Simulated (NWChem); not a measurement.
Species: C2H3F; SMILES C=CF

```xyz
6

C     -0.2356     1.1707     0.0000
C      0.4305     0.0250     0.0000
F     -0.1866    -1.1720     0.0000
H     -1.3200     1.1956     0.0000
H      0.3073     2.1087     0.0000
H      1.5123    -0.0766     0.0000
```
Atoms are numbered in this order, from 1.

Program: NWChem. Pople sets run with spherical d functions. Structure relaxed at the B3LYP/6-31G* (spherical d) level. B3LYP is NWChem's, with the RPA form of VWN correlation. Level: B3LYP/6-31G* with SMD (1 M gas to 1 M solution), gas-phase geometry.

For solvent n-hexane:

```yaml
solvation free energy (kcal/mol): -1.0
cavity-dispersion-structure term (kcal/mol): 0.2
dipole in solution (D): 1.37
```

### Question
What are these values for solvent water?

### Answer
| Property | Result |
|---|---|
| solvation free energy (kcal/mol) | 1.1 |
| cavity-dispersion-structure term (kcal/mol) | 3.7 |
| dipole in solution (D) | 1.54 |
